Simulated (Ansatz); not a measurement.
**Other spins and charges of HF, singlet at one geometry**

Geometry (PBE0/def2-TZVP stationary point for this spin):

```xyz
2

F     0.0000    0.0000    0.0000
H     0.0000    0.0000    0.9200
```

Basis cc-pVDZ; Ansatz 0.2.0. Only valence electrons are correlated (noble-gas cores frozen). Prefix R: restricted or restricted open-shell reference; prefix U: unrestricted. Active spaces: valence = (8e, 5o) chosen from the atoms' valence shells.

Gaps are energies of the second state less the first, at fixed atoms, for a selection of the levels run; each method lands on the state that its own search finds for that charge and spin.

Triplet less singlet: 10.175 eV at full CI (singlet A1, triplet B2, in C2v).

```tsv
level	gap (eV)	error (meV)
RHF	9.136	-1039
UHF	9.010	-1165
RMP2	10.347	172
UMP2	10.357	182
CISD	10.077	-98
RCCSD	10.159	-16
UCCSD	10.157	-18
RCCSD(T)	10.168	-7
UCCSD(T)	10.167	-8
BCCD(T)	10.168	-7
RCCSDT	10.167	-8
UCCSDT	10.166	-9
CISDTQ	10.172	-3
RCCSDT(Q)	10.176	1
UCCSDT(Q)	10.175	0
RCCSDTQ	10.175	0
UCCSDTQ	10.174	-1
CASSCF (valence space)	9.807	-368
NEVPT2 (valence space)	10.438	263
MRCISD (valence space)	10.148	-27
MRCISD+Q (valence space)	10.163	-12
PBE	10.151	-24
r2SCAN	10.127	-48
PBE0	10.064	-111
B3LYP	10.113	-62
BHLYP	9.925	-250
wB97M-V	10.218	43
B2PLYP	10.154	-21
RPA-PBE	9.977	-198
```

Question: PBE gives 15.751 eV for removing an electron, to the doublet. Estimate what full CI gives in cc-pVDZ.

Answer: Full CI in cc-pVDZ gives 15.432 eV, so against it PBE is off by 0.319 eV, of which a good part can be the reference's own basis and frozen-core error.

| level | gap (eV) | error (meV) |
| --- | --- | --- |
| UHF | 14.148 | -1284 |
| UCCSD | 15.413 | -19 |
| BCCD(T) | 15.425 | -7 |
| RCCSDT(Q) | 15.432 | 0 |
| UCCSDT(Q) | 15.431 | -1 |
| UCCSDTQ | 15.430 | -2 |
| CASSCF (valence space) | 14.321 | -1111 |
| MRCISD+Q (valence space) | 15.414 | -18 |
| wB97M-V | 15.659 | 227 |

In so small a basis the reference is far from its limit while semilocal and hybrid functionals are nearer theirs (RPA and double hybrids share part of the reference's basis error), so the functionals' errors here hold much of the reference's basis and frozen-core error, which can add to them or hide them.

Full CI is exact within this basis and frozen core; it isn't the basis-set limit. The frozen core follows each run's orbitals, which can shift R against U totals by a few meV.
